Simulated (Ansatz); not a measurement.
**H2S (hydrogen sulfide): levels of theory compared**

Wanted: a comparison of 6 runs (UHF/6-31G*, UPBE0/3-21G, revPBE/6-31G*, UMP2/6-31G*, CCSDT(Q)/6-31G*, CCSD/6-31G*) of H2S (hydrogen sulfide). 

Program for the calculation: Ansatz 0.2.0.

56 further runs of the same task are left out: 2 that didn't finish, 54 set aside as unsound or not needed.

**1. Starting point**

The species is H2S (3 atoms), meant as a singlet with charge 0. As SMILES, `S`. The H3–S1 distance was set to 2.012 Å, away from the relaxed value. At this shape a bond of the SMILES string is far longer than usual.

Bond lengths: S1–H2 1.341 Å. A long bond or contact: S1–H3 2.012 Å.

**2. A single-point energy at UHF/6-31G(d) (spherical functions) (run 1)**

input.yaml reads:

```yaml
crystal:
  periodic: [false, false, false]
  atoms:
    - {symbol: S, position_ang: [1.039950, -0.062350, 0.569000]}
    - {symbol: H, position_ang: [0.642350, 1.215950, 0.487500]}
    - {symbol: H, position_ang: [-0.593400, -0.717100, -0.406300]}
basis:
  gaussian: {orbitals: 6-31G_st_-spherical.json}
magnetization: {spin_polarized: true, initial_magnetization: 0}
hamiltonian: {xc: hf}
accuracy: high
```

The basis set 6-31G* is read from a file made from the Basis Set Exchange's data (not shown).

Started as:

```bash
$ ansatz run input.yaml --threads 1 --pin off --max-ram 2610MiB --events-out events.jsonl --progress --plain --runs-dir runs
```

The log of the run:

```text
Warning: RAYON_NUM_THREADS=1 ignored (pool sized by the plan → 1); use --threads N
Functional definition: HF
  name "HF"
  exchange = exact_x
  correlation = 0
382 factors; integrals over basis functions are off by at most 2.9e-9 eV
mean field evaluation 1: about -10844.6837 eV, gradient 9.0e0 eV
mean field evaluation 2: about -10844.6845 eV, gradient 9.0e0 eV
mean field evaluation 4: about -10845.6221 eV, gradient 9.1e-1 eV
mean field evaluation 8: about -10845.6343 eV, gradient 4.2e-4 eV
mean field evaluation 16: about -10845.9648 eV, gradient 6.2e-1 eV
mean field evaluation 32: about -10845.9846 eV, gradient 5.4e-3 eV
mean field -10845.98455660 eV, -398.5825807828 hartree, gradient 1.5e-8 eV, S^2 0.523936; 2 other end points of the search recorded, 0 dependent functions left out
reference -10845.98455660 eV, -398.5825807828 hartree; 9, 9 occupied and 13, 13 virtual orbitals, 382 factors
Total energy: -10845.98455660 eV, -398.5825807828 hartree
```

Wall time 0.28 s (1 thread of Arm Neoverse V1, shared host).

**3. A single-point energy at UPBE0/3-21G (run 2)**

in.yaml reads:

```yaml
crystal:
  periodic: [false, false, false]
  atoms:
    - symbol: S
      position_ang: [1.039950, -0.062350, 0.569000]
    - symbol: H
      position_ang: [0.642350, 1.215950, 0.487500]
    - symbol: H
      position_ang: [-0.593400, -0.717100, -0.406300]
basis:
  gaussian: {orbitals: 3-21G.json}
magnetization: {spin_polarized: true}
hamiltonian: {xc: pbe0}
accuracy: high
```

The basis set 3-21G is read from a file made from the Basis Set Exchange's data (not shown).

Started as:

```bash
$ ansatz run in.yaml --threads 1 --pin off --max-ram 2610MiB --events-out events.jsonl --progress --plain --runs-dir runs
```

The log of the run:

```text
Warning: RAYON_NUM_THREADS=1 ignored (pool sized by the plan → 1); use --threads N
Functional definition: PBE0
  name "PBE0"
  parameter a = 0.25
  parameter kappa = 0.804
  parameter beta = 0.06672455060314922
  exchange = (1 - a)*pbe_x(kappa = kappa, mu = beta*pi^2/3) + a*exact_x
  correlation = pbe_c(beta = beta)
311 factors; integrals over basis functions are off by at most 3.6e-9 eV
mean field evaluation 1: about -10806.8430 eV, gradient 1.1e1 eV
mean field evaluation 2: about -10805.3745 eV, gradient 1.7e1 eV
mean field evaluation 4: about -10807.8609 eV, gradient 2.9e-1 eV
mean field evaluation 8: about -10807.8545 eV, gradient 1.7e-3 eV
mean field evaluation 16: about -10806.7682 eV, gradient 4.5e0 eV
mean field -10807.85452628 eV, -397.1813280139 hartree, gradient 5.0e-8 eV, S^2 0.000000; 1 other end points of the search recorded, 0 dependent functions left out
reference -10807.85452750 eV, -397.1813280587 hartree; 9, 9 occupied and 8, 8 virtual orbitals, 311 factors
Total energy: -10807.85452750 eV, -397.1813280587 hartree
```

It took 0.93 s on 1 thread of Arm Neoverse V1, shared host; peak memory 0.096 GiB.

**4. A single-point energy at revPBE/6-31G(d) (spherical functions) (run 3)**

Edit input.yaml of step 2 so:

```diff
@@ -7,5 +7,6 @@
 basis:
-  gaussian: {orbitals: 6-31G_st_-spherical.json}
-magnetization: {spin_polarized: true, initial_magnetization: 0}
-hamiltonian: {xc: hf}
+  gaussian:
+    orbitals: 6-31G_st_-spherical.json
+hamiltonian:
+  xc: {name: revPBE}
 accuracy: high
```

The basis set 6-31G* is read from a file made from the Basis Set Exchange's data (not shown).

Started as:

```bash
$ ansatz run input.yaml --threads 1 --pin off --max-ram 2610MiB --events-out events.jsonl --progress --plain --runs-dir runs
```

The log of the run:

```text
Warning: RAYON_NUM_THREADS=1 ignored (pool sized by the plan → 1); use --threads N
Functional definition: revPBE
  name "revPBE"
  parameter kappa = 1.245
  parameter beta = 0.06672455060314922
  exchange = pbe_x(kappa = kappa, mu = beta*pi^2/3)
  correlation = pbe_c(beta = beta)
382 factors; integrals over basis functions are off by at most 2.9e-9 eV
mean field evaluation 1: about -10862.3258 eV, gradient 1.5e1 eV
mean field evaluation 2: about -10857.9833 eV, gradient 3.3e1 eV
mean field evaluation 4: about -10863.2571 eV, gradient 9.6e-1 eV
mean field evaluation 8: about -10863.2523 eV, gradient 1.0e-2 eV
mean field evaluation 16: about -10863.2523 eV, gradient 5.4e-8 eV
mean field -10863.25226427 eV, -399.2171573352 hartree, gradient 5.4e-8 eV, S^2 0.000000; 0 other end points of the search recorded, 0 dependent functions left out
reference -10863.25226677 eV, -399.2171574268 hartree; 9, 9 occupied and 13, 13 virtual orbitals, 382 factors
Total energy: -10863.25226677 eV, -399.2171574268 hartree
```

Wall time 0.71 s (1 thread of Arm Neoverse V1, shared host).

Runs 4 to 5 aren't shown in full; the table further down has their settings and results.

**5. The energy at CCSD/6-31G(d) (spherical functions) (run 6)**

molecule.yaml reads:

```yaml
crystal:
  periodic: [false, false, false]
  atoms:
    - symbol: S
      position_ang: [1.039950, -0.062350, 0.569000]
    - symbol: H
      position_ang: [0.642350, 1.215950, 0.487500]
    - symbol: H
      position_ang: [-0.593400, -0.717100, -0.406300]
basis:
  gaussian:
    orbitals: 6-31G_st_-spherical.json
correlation:
  method: ccsd
  frozen_orbitals: {H: 0, S: 5}
scf:
  omitted_lower_state_checks: [cluster_reference, increment]
accuracy: high
```

The basis set 6-31G* is read from a file made from the Basis Set Exchange's data (not shown).

Started as:

```bash
$ ansatz run molecule.yaml --threads 1 --pin off --max-ram 2610MiB --events-out events.jsonl --progress --plain --runs-dir runs
```

The log of the run (excerpt; [...] marks lines left out):

```text
Warning: RAYON_NUM_THREADS=1 ignored (pool sized by the plan → 1); use --threads N
Functional definition: HF
  name "HF"
[...]
382 factors; integrals over basis functions are off by at most 2.9e-9 eV
[...]
mean field -10845.63434589 eV, -398.5697107763 hartree, gradient 2.2e-8 eV, S^2 0.000000; 0 other end points of the search recorded, 0 dependent functions left out; unrestricted orbitals would lower it
5 core orbitals not correlated: weight in the atoms' cores, before any rotation towards them, 1.000 or more for the frozen orbitals, at most 0.000 for the correlated occupied ones
reference -10845.63434589 eV, -398.5697107763 hartree; 4, 4 occupied and 13, 13 virtual orbitals, 382 factors
second order -3.59966523 eV of doubles, -0.00000000 eV of singles
cycle   1  -4.14405486 eV  change   -5.4e-1 eV  update   7.6e-2
[...]
cycle  20  -4.48365299 eV  change   7.6e-10 eV  update  6.0e-10
Total energy: -10850.11799888 eV, -398.7344819846 hartree
Checks for a lower state left out: cluster_reference, increment
```

It took 0.41 s on 1 thread of Arm Neoverse V1, shared host.

**6. Overview of the runs**

```
run                                  level  frozen core orbitals  energy (Eh)  wall time
  1       UHF/6-31G* (spherical functions)                     –  -398.582581     0.28 s
  2                            UPBE0/3-21G                     –  -397.181328     0.93 s
  3    revPBE/6-31G* (spherical functions)                     –  -399.217157     0.71 s
  4      UMP2/6-31G* (spherical functions)                     5  -398.690626     0.45 s
  5  CCSDT(Q)/6-31G* (spherical functions)                     5  -398.740507      1.1 s
  6      CCSD/6-31G* (spherical functions)                     5  -398.734482     0.41 s
```

**7. Results**

```
                                          quantity          value
                               run 6: total energy  -398.73448 Eh
run 6: correlation energy (5 core orbitals frozen)     -164.8 mEh
                              run 6: T1 diagnostic          0.014
```

What this shows: Below the UHF energy at the same shape and in the same basis (6-31G*): UMP2 -108.0 mEh; CCSDT(Q) -157.9 mEh; CCSD -151.9 mEh. Some of these start from another determinant than that one, so these aren't their correlation energies. Totals of different functionals can't be ranked against each other. In runs 5, 6 the log says that unrestricted orbitals would lower the reference, so the values rest on an unstable closed-shell determinant (other closed-shell runs at this shape may share the fault). Spin contamination of the reference: run 1 ⟨S²⟩ = 0.52, run 4 ⟨S²⟩ = 0.52. All runs together took 3.9 s, the longest 1.1 s.
